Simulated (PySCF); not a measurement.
Write Cartesian coordinates for `C#CC#CC#[N+]` (cyanodiacetylene radical cation) as optimised with PBE0-D3(BJ)/def2-SVP. (Charge +1 and doublet state.)

```
atom  x, y, z in Å
C1    -2.5188    0.5040    0.2378
C2    -1.3056    0.2588    0.1829
C3    -0.0038   -0.0029    0.1237
C4     1.2182   -0.2483    0.0671
C5     2.5376   -0.5133    0.0046
N6     3.6887   -0.7445   -0.0509
H7    -3.5827    0.7179    0.2847
```

Any rigid rotation of these coordinates is as good. Atoms count from 1 in this order. The C–C distances run from 1.239 Å (C1≡C2, drawn triple) to 1.347 Å (C4–C5, drawn single), a spread of 0.108 Å.

Bonds between heavy atoms (Å): C1≡C2 1.239, C2–C3 1.329, C3≡C4 1.248, C4–C5 1.347, C5≡N6 1.175.

Method used: PySCF 2.14.0, PBE0-D3(BJ)/def2-SVP geometry optimisation, gas phase.

Point group: C∞v (every atom within 0.08 Å of its image). PBE0-D3(BJ)/def2-SVP frequencies: not computed here. ⟨S²⟩ = 0.785 (exact for a doublet: 0.75).
